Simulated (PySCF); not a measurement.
# How methods differ on the electron affinity of F

F⁻ [Ne] (1S) → F [He] 2s2 2p5 (2P), as a difference of total energies. All numbers are calculated (PySCF 2.14, the non-relativistic Hamiltonian (point nucleus), in def2-QZVPPD (8s5p4d2f1g, 66 functions)). Correlated levels: valence and next inner shell: nothing frozen. The calculations carry no spin-orbit coupling.

| method | electron affinity (eV) | plus first-order spin-orbit estimate | error of that sum (eV) |
| --- | --- | --- | --- |
| UHF | 1.176 | 1.158 | -2.243 |
| MP2 (valence and next inner shell) | 3.662 | 3.645 | +0.244 |
| SCS-MP2 (valence and next inner shell) | 3.478 | 3.460 | +0.059 |
| CCSD (valence and next inner shell) | 3.164 | 3.146 | -0.255 |
| CCSD(T) (valence and next inner shell) | 3.332 | 3.315 | -0.086 |

Reference: 3.401 eV (measured; photodetachment measurements, as compiled on the Wikipedia data page of electron affinities).

A first-order spin-orbit estimate (lowest level to lowest level, LS coupling) adds -0.017 eV.

Errors of the correlated levels include the incompleteness of this basis.
